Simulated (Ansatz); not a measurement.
H$_{3}$Si–GeH$_{3}$, singlet in cc-pVDZ: errors against RCCSDT(Q)

Geometry: displaced at random from a stationary point.

```xyz
8

Si   -1.5714   -0.0082   -0.0060
Ge    0.6430    0.0082    0.0041
H    -2.1765    1.3619   -0.0005
H    -2.0856   -0.7887    1.2239
H    -2.1902   -0.8047   -1.2967
H     1.3800   -1.5159   -0.0720
H     1.2354    0.6119    1.2073
H     1.2845    0.7702   -1.1858
```

Basis cc-pVDZ; Ansatz 0.2.0. Correlated methods freeze the noble-gas cores and the filled d shells of p-block atoms, which leaves 14 electrons in 56 orbitals. Prefix R: restricted or restricted open-shell reference. Active spaces: frontier = (8e, 8o) about the gap. No spin–orbit coupling is included, and no scalar relativity.

Full CI isn't at hand for all of this; RCCSDT(Q) serves as the reference, and is uncertain by about the last step of the cluster series.

- UHF ⟨S²⟩: 0.000
- T1 diagnostic (RCCSD): 0.0125
- largest doubles amplitude (RCCSD): 0.036

| level | E − E(RCCSDT(Q)) (meV) | share of correlation (%) | wall time |
| --- | --- | --- | --- |
| RHF | 7361 | 0.00 | – |
| RMP2 | 1602 | 78.23 | – |
| CISD | 923 | 87.46 | 4.6 s |
| RCCSD | 207 | 97.19 | – |
| RCCSD(T) | 39 | 99.47 | 1.9 s |
| BCCD(T) | 38 | 99.49 | 2.3 s |
| RCCSDT | 6 | 99.92 | – |
| CASSCF (frontier space) | 5663 | 23.07 | – |
| NEVPT2 (frontier space) | 1555 | 78.88 | 15 s |

The correlation energy at RCCSDT(Q), counted from RHF, is -7.361 eV. That run took 99 s on 1 thread of Arm Neoverse V2, shared host.

Times hold each run's SCF and search for its determinant on a shared host, so for small cases they say little of a method's own cost; they ran on 1 thread of Arm Neoverse V2.
